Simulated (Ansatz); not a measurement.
H$_{2}$MgN (`[NH2][Mg]`) radical at its PBE0-D4/def2-TZVP geometry, where that method's forces vanish. Total charge 0; spin multiplicity 2.

```xyz
4

N     0.0088    0.1623   -0.0661
Mg   -0.0858   -1.5941    0.6465
H    -0.6968    0.6192   -0.6263
H     0.7737    0.8126    0.0458
```

(1) What forces (eV/Å) does PBE-D4/def2-TZVPP give on these atoms in Ansatz? (An estimate is asked.)

Answers

(1) Ansatz gave: 
```
N1  -0.010 -0.182  0.073
Mg2 -0.011 -0.199  0.081
H3  -0.247  0.156 -0.195
H4   0.268  0.224  0.041
```
